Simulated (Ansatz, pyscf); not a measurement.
`[NH2][SiH]` [singlet] + `[OH2]` -> `[NH2][SiH2][OH]`, an insertion on the singlet surface: H–O broken, H–Si, O–Si formed. Optimised with ωB97X-D3(BJ)/def2-SVP in PySCF. Wave-function energies: Ansatz (a first-principles code), frozen core, RHF or UHF references. In kcal/mol, from the separated reactants.

| level | barrier | reaction energy |
|---|---|---|
| B3LYP-D3(BJ)/def2-TZVP | 16.38 | -61.99 |
| ωB97M-D3(BJ)/def2-TZVP | 18.52 | -61.70 |
| CCSD(T)/cc-pV(D+d)Z | 23.12 | -55.63 |
| CCSDT(Q)/cc-pV(D+d)Z | 22.74 | -55.43 |
| CCSD(T)/cc-pV(T+d)Z | 20.04 | -61.36 |
| CCSD(T)/cc-pV(Q+d)Z | 19.00 | -62.89 |

In cc-pV(D+d)Z, going from CCSD(T) to CCSDT(Q) shifts the barrier by -0.38 and the reaction energy by +0.19 kcal/mol. With HF in the quadruple-zeta basis and the correlation energy extrapolated as X⁻³ from X = 3, 4, CCSD(T) gives 18.34 and -63.77; adding the double-zeta shift gives ΔE‡ = 17.96 and ΔE = -63.57 kcal/mol, without core correlation, relativity or geometry relaxation at these levels. On the reactant side the descent ends in an adduct with a O–Si contact, 7.77 kcal/mol under the separated species and 24.31 kcal/mol under the saddle at ωB97X-D3(BJ)/def2-TZVP. What is counted as formed (O–Si) is already present as a longer contact in the reactant adduct; forming that adduct is a step of its own. At ωB97X-D3(BJ)/def2-TZVP the barrier from the zero used here is 16.54 kcal/mol. The same reactants have a lower exit, to NH₃ + HO–SiH: [singlet] (barrier -0.37 kcal/mol at ωB97M-D3(BJ)/def2-TZVP, against +18.52 kcal/mol here). One saddle was located; it need not be the lowest between these sides.
